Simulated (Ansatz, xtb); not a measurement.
**Two structures of AlHOS**

Structure a: a singlet given by its coordinates. Structure b: a singlet given by its coordinates. Both are isolated molecules in the gas phase, relaxed with PBE-D3(BJ)/def2-SVP.

a (Å):

```xyz
4

Al   -0.8420   -0.4729   -0.2932
O    -1.2384    1.0403    0.3655
S    -0.4076   -2.2838   -1.0729
H    -0.6461    1.7915    0.5241
```

Close contacts (Å): Al1–O2 1.70, Al1–S3 2.02, O2–H4 0.97.

b (Å):

```xyz
4

Al    0.1052    0.0309    2.3994
O    -1.3422    0.7530    2.5488
S     2.0510   -0.9375    2.1811
H     2.0102   -0.7302    0.8311
```

Close contacts (Å): Al1–O2 1.62, Al1–S3 2.18, S3–H4 1.37.

Problem. Estimate E(b) − E(a) at the level CCSD(T)/def2-TZVPP.

Solution. Calculated at CCSD(T)/def2-TZVPP: E(b) − E(a) = +31.2 kcal/mol, so structure a lies lower.

How the difference moves with the method:

```json
{"level": "GFN2-xTB", "geometry": "GFN2-xTB", "E(b) − E(a) (kcal/mol)": "+26.6", "departure from the last row (kcal/mol)": "−4.6", "job, with rough time for the two": "optimisation, 0.11 s"}
{"level": "HF/STO-3G", "geometry": "GFN2-xTB", "E(b) − E(a) (kcal/mol)": "+10.6", "departure from the last row (kcal/mol)": "−20.6", "job, with rough time for the two": "single point, 0.16 s"}
{"level": "r2SCAN-D4/def2-SVP", "geometry": "GFN2-xTB", "E(b) − E(a) (kcal/mol)": "+32.0", "departure from the last row (kcal/mol)": "+0.8", "job, with rough time for the two": "single point, 2.5 s"}
{"level": "PBE-D3(BJ)/def2-SVP", "geometry": "PBE-D3(BJ)/def2-SVP", "E(b) − E(a) (kcal/mol)": "+27.5", "departure from the last row (kcal/mol)": "−3.7", "job, with rough time for the two": "optimisation, 20 s"}
{"level": "HF/def2-TZVPP", "geometry": "PBE-D3(BJ)/def2-SVP", "E(b) − E(a) (kcal/mol)": "+43.5", "departure from the last row (kcal/mol)": "+12.3", "job, with rough time for the two": "part of the CCSD(T) run"}
{"level": "MP2/def2-TZVPP", "geometry": "PBE-D3(BJ)/def2-SVP", "E(b) − E(a) (kcal/mol)": "+29.2", "departure from the last row (kcal/mol)": "−2.0", "job, with rough time for the two": "part of the CCSD(T) run"}
{"level": "CCSD(T)/def2-TZVPP", "geometry": "PBE-D3(BJ)/def2-SVP", "E(b) − E(a) (kcal/mol)": "+31.2", "departure from the last row (kcal/mol)": "", "job, with rough time for the two": "single point, 9.6 s"}
```

None of the levels shown reverses the order. The largest departure from CCSD(T)/def2-TZVPP is that of HF/STO-3G, 20.6 kcal/mol.

With harmonic frequencies from PBE-D3(BJ)/def2-SVP (ideal gas, rigid rotor, one conformer each, 400 K, 1 atm): the zero-point term adds −1.5 kcal/mol; ΔH is +29.7 and ΔG +29.2 kcal/mol.

The T1 diagnostic of structure b is large, so the coupled-cluster value is less sure. The correlated steps freeze 11 core orbitals. Programs: Ansatz 0.2.0, xtb 6.7.1; the last row on 1 thread of Arm Neoverse V2 on a shared host.
